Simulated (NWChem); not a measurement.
All runs are NWChem calculations. System: C₃H₇, charge 0, spin multiplicity 2, at a geometry optimised with UPBE/def2-SVP. The structure started from a generated list of species. Its SCF solution wasn't tested for a lower state. Level: UTPSS/def2-TZVP.

The NWChem input:

```
start mol
memory heap 200 mb stack 900 mb global 1100 mb
geometry units angstroms nocenter noautoz
  C     -0.087917    -0.174950    -1.300377
  C      0.200545     0.492816     0.000000
  C     -0.087917    -0.174950     1.300377
  H     -0.048863     0.530455    -2.155047
  H     -1.088275    -0.663693    -1.301978
  H      0.643678    -0.991919    -1.531489
  H      0.838662     1.392819     0.000000
  H     -0.048863     0.530455     2.155047
  H      0.643678    -0.991919     1.531489
  H     -1.088275    -0.663693     1.301978
  symmetry group Cs
end
basis spherical
  * library def2-tzvp
end
dft
  xc xtpss03 ctpss03
  odft
  mult 2
  semidirect memsize 60000000 filesize 0
  iterations 100
  grid fine
end
task dft energy
```

NWChem printed:

```
             Northwest Computational Chemistry Package (NWChem) 7.3.0
             --------------------------------------------------------

                                NWChem Input Module
                                -------------------

 Scaling coordinates for geometry "geometry" by  1.889725989
 (inverse scale =  0.529177249)

 Turning off AUTOSYM since
 SYMMETRY directive was detected!

                             Geometry "geometry" -> ""
                             -------------------------

 Output coordinates in angstroms (scale by  1.889725989 to convert to a.u.)

  No.       Tag          Charge          X              Y              Z
 ---- ---------------- ---------- -------------- -------------- --------------
    1 C                    6.0000    -0.08791700    -0.17495000    -1.30037700
    2 C                    6.0000     0.20054500     0.49281600     0.00000000
    3 C                    6.0000    -0.08791700    -0.17495000     1.30037700
    4 H                    1.0000    -0.04886300     0.53045500    -2.15504700
    5 H                    1.0000    -1.08827500    -0.66369300    -1.30197800
    6 H                    1.0000     0.64367800    -0.99191900    -1.53148900
    7 H                    1.0000     0.83866200     1.39281900     0.00000000
    8 H                    1.0000    -0.04886300     0.53045500     2.15504700
    9 H                    1.0000     0.64367800    -0.99191900     1.53148900
   10 H                    1.0000    -1.08827500    -0.66369300     1.30197800

 Effective nuclear repulsion energy (a.u.)      74.8870608271

            Nuclear Dipole moment (a.u.)
            ----------------------------
        X                 Y               Z
 ---------------- ---------------- ----------------
     0.0000151178     0.0000018897    -0.0000000000

      Symmetry information
      --------------------

 Group name             Cs
 Group number              2
 Group order               2
 No. of unique centers     6

      Symmetry unique atoms

     1    2    4    5    6    7


 Summary of "ao basis" -> "" (spherical)
 ------------------------------------------------------------------------------
       Tag                 Description            Shells   Functions and Types
 ---------------- ------------------------------  ------  ---------------------
 *                         def2-tzvp                  on all atoms

                                 NWChem DFT Module
                                 -----------------

 Summary of "ao basis" -> "ao basis" (spherical)
 ------------------------------------------------------------------------------
       Tag                 Description            Shells   Functions and Types
 ---------------- ------------------------------  ------  ---------------------
 C                         def2-tzvp                11       31   5s3p2d1f
 H                         def2-tzvp                 4        6   3s1p

 Summary of "ao basis" -> "ao basis" (spherical)
 ------------------------------------------------------------------------------
       Tag                 Description            Shells   Functions and Types
 ---------------- ------------------------------  ------  ---------------------
 C                         def2-tzvp                11       31   5s3p2d1f
 H                         def2-tzvp                 4        6   3s1p

      Symmetry analysis of basis
      --------------------------

        a'         75
        a"         60

            General Information
            -------------------
          SCF calculation type: DFT
          Wavefunction type:  spin polarized.
          No. of atoms     :    10
          No. of electrons :    25
           Alpha electrons :    13
            Beta electrons :    12
          Charge           :     0
          Spin multiplicity:     2
          Use of symmetry is: on ; symmetry adaption is: on
          Maximum number of iterations: 100
          AO basis - number of functions:   135
                     number of shells:    61
          Convergence on energy requested:  1.00D-06
          Convergence on density requested:  1.00D-05
          Convergence on gradient requested:  5.00D-04

              XC Information
              --------------
                  TPSS metaGGA Exchange Functional  1.000
             TPSS03 metaGGA Correlation Functional  1.000

             Grid Information
             ----------------
          Grid used for XC integration:  fine
          Radial quadrature: Mura-Knowles
          Angular quadrature: Lebedev.
          Tag              B.-S. Rad. Rad. Pts. Rad. Cut. Ang. Pts.
          ---              ---------- --------- --------- ---------
          C                   0.70       70          11.0       590
          H                   0.35       60          12.0       590
          Grid pruning is: on
          Number of quadrature shells:   380
          Spatial weights used:  Erf1

          Convergence Information
          -----------------------
          Convergence aids based upon iterative change in
          total energy or number of iterations.
          Levelshifting, if invoked, occurs when the
          HOMO/LUMO gap drops below (HL_TOL):  1.00D-02
          DIIS, if invoked, will attempt to extrapolate
          using up to (NFOCK): 10 stored Fock matrices.

                    Damping( 0%)  Levelshifting(0.5)       DIIS
                  --------------- ------------------- ---------------
          dE  on:    start            ASAP                start
          dE off:    2 iters        100 iters           100 iters
[...]
    36     -1.454754   2 C  s               108     -1.314089   6 H  s
   126     -1.314089   9 H  s                96     -1.241427   4 H  s
   120     -1.241427   8 H  s               102     -1.186525   5 H  s
   132     -1.186525  10 H  s                44      0.527879   2 C  py

 Vector   15  Occ=0.000000D+00  E= 6.148677D-02  Symmetry=a'
              MO Center=  2.7D-01,  8.1D-01,  9.7D-14, r^2= 6.4D+00
   Bfn.  Coefficient  Atom+Function         Bfn.  Coefficient  Atom+Function
  ----- ------------  ---------------      ----- ------------  ---------------
    36      2.282970   2 C  s               114     -2.154585   7 H  s
     5     -0.818950   1 C  s                67     -0.818950   3 C  s
   102      0.814177   5 H  s               132      0.814177  10 H  s
    96     -0.683176   4 H  s               120     -0.683176   8 H  s
    43      0.578959   2 C  px              108      0.509412   6 H  s

 Vector   16  Occ=0.000000D+00  E= 6.384034D-02  Symmetry=a"
              MO Center= -1.9D-02, -3.4D-01, -4.7D-13, r^2= 9.2D+00
   Bfn.  Coefficient  Atom+Function         Bfn.  Coefficient  Atom+Function
  ----- ------------  ---------------      ----- ------------  ---------------
     5      4.751836   1 C  s                67     -4.751836   3 C  s
    45      1.524594   2 C  pz              108     -1.490738   6 H  s
   126      1.490738   9 H  s               102     -1.328002   5 H  s
   132      1.328002  10 H  s                96     -1.279020   4 H  s
   120      1.279020   8 H  s                14      0.321159   1 C  pz

                     DFT Final Beta Molecular Orbital Analysis
                     -----------------------------------------

 Vector   10  Occ=1.000000D+00  E=-3.394888D-01  Symmetry=a"
              MO Center= -4.2D-02, -4.6D-01, -5.2D-15, r^2= 3.2D+00
   Bfn.  Coefficient  Atom+Function         Bfn.  Coefficient  Atom+Function
  ----- ------------  ---------------      ----- ------------  ---------------
     6      0.218227   1 C  px               68     -0.218227   3 C  px
     9      0.168990   1 C  px               71     -0.168990   3 C  px
   107      0.164519   6 H  s               125     -0.164519   9 H  s
   101     -0.126215   5 H  s               131      0.126215  10 H  s
   106      0.112828   6 H  s               124     -0.112828   9 H  s

 Vector   11  Occ=1.000000D+00  E=-3.146715D-01  Symmetry=a"
              MO Center= -3.7D-02,  1.2D-01,  4.0D-14, r^2= 3.1D+00
   Bfn.  Coefficient  Atom+Function         Bfn.  Coefficient  Atom+Function
  ----- ------------  ---------------      ----- ------------  ---------------
     8      0.244979   1 C  pz               70      0.244979   3 C  pz
    39     -0.227707   2 C  pz               11      0.190582   1 C  pz
    73      0.190582   3 C  pz               95     -0.164477   4 H  s
   119      0.164477   8 H  s                42     -0.150623   2 C  pz
    94     -0.109968   4 H  s               118      0.109968   8 H  s

 Vector   12  Occ=1.000000D+00  E=-3.058362D-01  Symmetry=a'
              MO Center=  2.1D-02,  2.5D-01, -5.6D-14, r^2= 2.9D+00
   Bfn.  Coefficient  Atom+Function         Bfn.  Coefficient  Atom+Function
  ----- ------------  ---------------      ----- ------------  ---------------
   113      0.213566   7 H  s                38      0.197234   2 C  py
     7     -0.164828   1 C  py               69     -0.164828   3 C  py
    41      0.139972   2 C  py              112      0.138074   7 H  s
   101      0.129040   5 H  s               131      0.129040  10 H  s
   114      0.123498   7 H  s                37      0.120885   2 C  px

 Vector   13  Occ=0.000000D+00  E=-6.434029D-02  Symmetry=a'
              MO Center=  1.3D-01,  3.1D-01,  1.6D-14, r^2= 2.4D+00
   Bfn.  Coefficient  Atom+Function         Bfn.  Coefficient  Atom+Function
  ----- ------------  ---------------      ----- ------------  ---------------
    43      0.358160   2 C  px               44     -0.327342   2 C  py
    37      0.315620   2 C  px              108     -0.306264   6 H  s
   126     -0.306264   9 H  s                40      0.260246   2 C  px
    38     -0.195701   2 C  py              102      0.187261   5 H  s
   132      0.187261  10 H  s                41     -0.160205   2 C  py

 Vector   14  Occ=0.000000D+00  E= 3.494192D-02  Symmetry=a'
              MO Center= -8.6D-02, -3.5D-01, -4.0D-13, r^2= 8.1D+00
   Bfn.  Coefficient  Atom+Function         Bfn.  Coefficient  Atom+Function
  ----- ------------  ---------------      ----- ------------  ---------------
     5      3.507000   1 C  s                67      3.507000   3 C  s
    36     -1.301747   2 C  s                96     -1.272080   4 H  s
   120     -1.272080   8 H  s               108     -1.262364   6 H  s
   126     -1.262364   9 H  s               102     -1.207289   5 H  s
   132     -1.207289  10 H  s               114     -0.526603   7 H  s

 Vector   15  Occ=0.000000D+00  E= 6.659457D-02  Symmetry=a"
              MO Center= -5.0D-02, -2.6D-01,  4.2D-13, r^2= 9.3D+00
   Bfn.  Coefficient  Atom+Function         Bfn.  Coefficient  Atom+Function
  ----- ------------  ---------------      ----- ------------  ---------------
     5      4.730274   1 C  s                67     -4.730274   3 C  s
    45      1.513286   2 C  pz              108     -1.416988   6 H  s
   126      1.416988   9 H  s                96     -1.352824   4 H  s
   120      1.352824   8 H  s               102     -1.342396   5 H  s
   132      1.342396  10 H  s                14      0.287460   1 C  pz

   alpha - beta orbital overlaps
   -----------------------------

   alpha      1      2      3      4      5      6      7      8      9     10
    beta      3      1      2      4      5      6      7      8      9     10
 overlap   1.000  1.000  1.000  0.997  1.000  0.996  0.997  0.991  0.997  0.998

   alpha     11     12     13     14     15     16     17     18     19     20
    beta     11     12     13     14     16     15     17     18     19     20
 overlap   0.998  0.999  0.985  0.999  0.992  0.999  0.989  0.988  0.978  0.979

   alpha     21     22     23     24     25     26     27     28     29     30
    beta     21     22     23     24     25     26     27     29     28     30
 overlap   0.997  0.990  0.999  1.000  0.955  0.998  0.941  0.979  0.999  0.957

   alpha     31     32     33     34     35     36     37     38     39     40
    beta     31     32     33     34     35     37     36     38     39     40
 overlap   0.937  0.917  0.945  0.936  0.948  0.971  0.984  0.993  0.995  0.997

   alpha     41     42     43     44     45     46     47     48     49     50
    beta     41     42     43     44     46     45     47     48     49     50
 overlap   0.999  0.996  0.998  0.806  0.807  0.999  0.995  0.995  0.996  0.995

   alpha     51     52     53     54     55     56     57     58     59     60
    beta     51     52     54     53     55     56     57     58     59     60
 overlap   1.000  0.993  0.993  0.998  0.996  0.996  0.959  0.902  0.964  0.999

   alpha     61     62     63     64     65     66     67     68     69     70
    beta     61     62     63     65     64     66     67     68     69     70
 overlap   0.999  0.970  0.993  0.942  0.995  0.986  1.000  0.996  0.997  0.996

   alpha     71     72     73     74     75     76     77     78     79     80
    beta     71     72     73     74     75     76     77     78     79     80
 overlap   0.999  0.996  0.996  0.996  0.993  0.998  0.994  0.998  0.996  1.000

   alpha     81     82     83     84     85     86     87     88     89     90
    beta     81     82     83     84     85     86     87     88     89     90
 overlap   0.997  0.995  0.996  0.997  0.997  0.994  0.999  0.995  0.980  0.979

   alpha     91     92     93     94     95     96     97     98     99    100
    beta     91     92     94     93     95     96     97     98    100     99
 overlap   0.989  0.969  0.962  0.994  0.994  0.986  0.980  0.940  0.934  0.983

   alpha    101    102    103    104    105    106    107    108    109    110
    beta    101    102    103    104    105    106    107    108    109    110
 overlap   0.982  0.997  0.964  0.992  0.972  0.996  0.967  0.943  0.997  0.967

   alpha    111    112    113    114    115    116    117    118    119    120
    beta    111    112    113    114    115    116    117    118    119    120
 overlap   0.998  0.991  0.990  0.991  0.938  0.939  0.994  0.996  0.998  0.994

   alpha    121    122    123    124    125    126    127    128    129    130
    beta    121    122    123    126    124    125    127    128    129    130
 overlap   0.995  0.993  0.995  0.979  0.999  0.992  0.986  0.999  0.987  0.999

   alpha    131    132    133    134    135
    beta    131    132    133    134    135
 overlap   0.999  0.997  0.999  1.000  0.999

     --------------------------
     Expectation value of S2:
     --------------------------
      <S2> =      0.7553 (Exact =     0.7500)

 center of mass
 --------------
 x =   0.00645701 y =   0.03734207 z =   0.00000000

 moments of inertia (a.u.)
 ------------------
         239.670765280327         -10.163748321391          -0.000000000000
         -10.163748321391         223.879845764987          -0.000000000000
          -0.000000000000          -0.000000000000          48.670704863384

     Multipole analysis of the density
     ---------------------------------

     L   x y z        total         alpha         beta         nuclear
     -   - - -        -----         -----         ----         -------
     0   0 0 0      0.000000    -13.000000    -12.000000     25.000000

     1   1 0 0      0.043357     -0.110553      0.153895      0.000015
     1   0 1 0     -0.066660     -0.357228      0.290566      0.000002
     1   0 0 1     -0.000000      0.000000     -0.000000     -0.000000

     2   2 0 0    -15.879496    -16.567588    -14.451505     15.139596
     2   1 1 0      0.436180     -3.148287     -3.777057      7.361524
     2   1 0 1      0.000000      0.000000     -0.000000      0.000000
     2   0 2 0    -15.771335    -22.092427    -19.304826     25.625918
     2   0 1 1      0.000000      0.000000      0.000000      0.000000
     2   0 0 2    -15.512336    -76.128356    -73.875368    134.491388

 Task  times  cpu:       14.0s     wall:       14.0s

 Total times  cpu:       14.0s     wall:       14.0s
```
